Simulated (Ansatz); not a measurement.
# Voigt–Reuss–Hill bulk modulus of hexagonal BN at several levels of theory

No measured value is used here.

```json
[
 {"level (code)": "LDA (Ansatz)", "value (GPa)": "142", "cell (Å³/atom)": "8.71"},
 {"level (code)": "PBE (Ansatz)", "value (GPa)": "___", "cell (Å³/atom)": "11.66"},
 {"level (code)": "rVV10 (Ansatz)", "value (GPa)": "___", "cell (Å³/atom)": "9.10"},
 {"level (code)": "r²SCAN (Ansatz)", "value (GPa)": "130", "cell (Å³/atom)": "9.32"},
 {"level (code)": "r²SCAN-D4 (Ansatz)", "value (GPa)": "142", "cell (Å³/atom)": "8.93"},
 {"level (code)": "r²SCAN+rVV10 (Ansatz)", "value (GPa)": "145", "cell (Å³/atom)": "8.84"},
 {"level (code)": "HSE06-D3(BJ) (Ansatz)", "value (GPa)": "144", "cell (Å³/atom)": "8.83"}
]
```

Question: What belongs in the gaps?

Answer: 
- PBE (Ansatz, a first-principles code), value (GPa): 93.1
- rVV10 (Ansatz), value (GPa): 137

LDA: LDA has no dispersion term either, though it tends to give short spacings of layers, chains or molecules. PBE, r²SCAN: the cell comes from a level without a dispersion term, which matters for the spacing of layers, chains or molecules. r²SCAN-D4, HSE06-D3(BJ): the dispersion coefficients are held fixed in the derivatives. Each level is taken at its own relaxed cell. Cutoffs and k meshes differ between the levels. Ansatz's density-functional and Hartree–Fock values are scalar-relativistic unless marked +SOC, with PAW data made under PBE.
